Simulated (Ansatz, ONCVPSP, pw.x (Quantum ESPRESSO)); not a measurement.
**What a changed setting does to a pw.x run (bcc Tl)**

Potential: optimised norm-conserving Vanderbilt (ONCV), ONCVPSP 4.0.1.1 (patched build), PBEsol; core [Xe] 4f14, reference 5d10 6s2 6p1; waves: 6s: rc 2.10 bohr, ncon 3, nbas 6, qcut 3.2 1/bohr, 2 projectors, debl 2.1 Ha; 6p: rc 2.95 bohr, ncon 4, nbas 7, qcut 2.3 1/bohr, 3 projectors, debl 1.65 Ha; 5d: rc 1.50 bohr, ncon 4, nbas 9, qcut 10.6 1/bohr, 2 projectors, debl 1.5 Ha; f scattering state at 0.09 Ha: rc 3.15 bohr, ncon 4, nbas 8, qcut 4 1/bohr, 1 projector; local part: polynomial inside 1.40 bohr (lpopt 4, dvloc0 4 Ha); core correction: none.

The reference run (k-mesh 12³, cutoffs 65/260 Ry, Fermi–Dirac 0.01 Ry, mixing_beta 0.4, conv_thr 1e-9, no spin) gives -0.26 GPa at 28.851 Å³/atom, where all-electron LAPW gives -0.24 GPa. This run, with its own iteration cap, changes smearing to gauss.

```
&control
  calculation='scf', prefix='x', pseudo_dir='./', outdir='./tmp', tstress=.true., disk_io='none'
/
&system
  ibrav=0, nat=1, ntyp=1, ecutwfc=65, ecutrho=260, nbnd=14,
  occupations='smearing', smearing='gauss', degauss=0.01
/
&electrons
  conv_thr=1e-09, mixing_beta=0.4, electron_maxstep=50
/
ATOMIC_SPECIES
Tl 1.0 Tl.UPF
CELL_PARAMETERS angstrom
  -1.93211791 1.93211791 1.93211791
  1.93211791 -1.93211791 1.93211791
  1.93211791 1.93211791 -1.93211791
ATOMIC_POSITIONS crystal
Tl 0.0000 0.0000 0.0000
K_POINTS automatic
12 12 12 0 0 0
```

```bash
pw.x < Tl.scf.in > Tl.scf.out
```

**Question.** How does the run end?

**Answer.** It converges in 8 iterations; the free energy moves by +14.8 meV/atom and the pressure by -0.12 GPa. Gaussian smearing of the same width is narrower in effect than Fermi–Dirac, so its quadratic term in F is smaller.

```
Message from routine setup:
     using ibrav=0 with symmetry is DISCOURAGED, use correct ibrav instead
     lattice parameter (alat)  =       6.3240  a.u.
     unit-cell volume          =     194.6962 (a.u.)^3
     number of electrons       =        13.00
     number of Kohn-Sham states=           14
     kinetic-energy cutoff     =      65.0000  Ry
     charge density cutoff     =     260.0000  Ry
     scf convergence threshold =      1.0E-09
     Exchange-correlation= PBESOL
     number of k points=    72  Gaussian smearing, width (Ry)=  0.0100
     iteration #  1     ecut=    65.00 Ry     beta= 0.40
     total energy              =    -100.41621695 Ry
     estimated scf accuracy    <       0.00640933 Ry
     iteration #  2     ecut=    65.00 Ry     beta= 0.40
     total energy              =    -100.41673156 Ry
     estimated scf accuracy    <       0.00057102 Ry
     iteration #  3     ecut=    65.00 Ry     beta= 0.40
     total energy              =    -100.41681358 Ry
     estimated scf accuracy    <       0.00006579 Ry
     iteration #  4     ecut=    65.00 Ry     beta= 0.40
     total energy              =    -100.41681599 Ry
     estimated scf accuracy    <       0.00000201 Ry
     iteration #  5     ecut=    65.00 Ry     beta= 0.40
     total energy              =    -100.41681628 Ry
     estimated scf accuracy    <       0.00000013 Ry
     iteration #  6     ecut=    65.00 Ry     beta= 0.40
     total energy              =    -100.41681633 Ry
     estimated scf accuracy    <       0.00000003 Ry
     iteration #  7     ecut=    65.00 Ry     beta= 0.40
     total energy              =    -100.41681633 Ry
     estimated scf accuracy    <          2.0E-09 Ry
     iteration #  8     ecut=    65.00 Ry     beta= 0.40
     the Fermi energy is    10.3754 ev
!    total energy              =    -100.41681633 Ry
     estimated scf accuracy    <          2.6E-10 Ry
     smearing contrib. (-TS)   =      -0.00047791 Ry
     The total energy is F=E-TS. E is the sum of the following terms:
     one-electron contribution =     -23.90151688 Ry
     hartree contribution      =      20.89655101 Ry
     xc contribution           =     -13.18770844 Ry
     ewald contribution        =     -84.22366411 Ry
     convergence has been achieved in   8 iterations
          total   stress  (Ry/bohr**3)                   (kbar)     P=       -3.77
     Message from routine punch:
     Nothing written, as per user request (disk_io='none')
```

The run took about 22 s on one core of a shared host (Neoverse-V2, 32 threads, 247 GiB, load 9).
